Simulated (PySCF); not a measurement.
Here is a computed PBE0-D3(BJ)/def2-SVP geometry (Å):
```
C 
P   1  1.6665
C   2  1.8108  1  102.02
C   3  1.3453  2  123.72  1   179.74
C   4  1.4909  3  127.12  2    -0.08
H   1  1.0944  2  119.10  3  -179.52
H   1  1.0964  2  124.76  3     0.22
H   3  1.0974  2  117.82  1    -0.33
H   4  1.0984  3  117.45  2   179.90
H   5  1.1028  4  110.52  3   121.79
H   5  1.1028  4  110.52  3  -120.78
H   5  1.0991  4  112.60  3     0.48
```
Z-matrix in Å and degrees, rows numbered from 1.

Neutral, closed shell.

Task: Read off the bonds between heavy atoms and their formal orders.

Result: C1–P2 (double); P2–C3 (single); C3–C4 (double); C4–C5 (single). Hydrogens: H6, H7 on C1; H8 on C3; H9 on C4; H10, H11, H12 on C5. The orders are those of one drawing; other resonance forms can be drawn.

Task: Which species is it?

Result: `C=P/C=C\C`, C4H7P.

Task: Name the point group.

Result: Cs (every atom within 0.08 Å of its image).

Task: Classify the heavy atoms.

Result: C1: carbon bonded to P and 2 H; P2: phosphorus bonded to 2 C; C3: alkene CH carbon; C4: alkene CH carbon; C5: allylic carbon.

Task: What is the arrangement about C5?

Result: It has 4 neighbours (C4, H10, H11, H12) and is tetrahedral (angles from 106.3° to 112.6°).

Task: What is the arrangement about C4?

Result: It has 3 neighbours (C3, C5, H9) and is planar (angles 127.1°, 117.4° and 115.4°, sum 360.0°, 0.00 Å off the plane of its three neighbours).
